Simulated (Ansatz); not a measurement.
Cubic perovskite KTaO3 was calculated with r²SCAN+rVV10 in Ansatz (plane waves, PAW).

Numerical settings: plane-wave cutoff 560 eV, 8×8×8 k mesh, Fermi–Dirac smearing 0.01 eV, scalar-relativistic PAW data made under PBE.

The cell is scaled about its equilibrium volume:

```csv
V (Å³/atom),P (GPa),direct gap at Γ (eV),smallest gap on the k mesh (eV)
11.862,15.13,3.383,2.787
12.115,9.54,3.348,2.736
12.367,4.51,3.310,2.684
12.620,0.00,3.269,2.632
12.872,-4.04,3.226,2.580
13.124,-7.68,3.181,2.529
13.377,-10.94,3.133,2.477
```

The fundamental gap (2.63 eV at the equilibrium volume, with added k points) lies elsewhere than Γ–Γ.

Measured, for comparison: band gap 3.64 eV (temperature not stated, no zero-point or thermal correction, indirect; as tabulated in Himmetoglu and Janotti (2016), arXiv:1601.06205).

Spin–orbit coupling is not included.

Ansatz is a first-principles code.
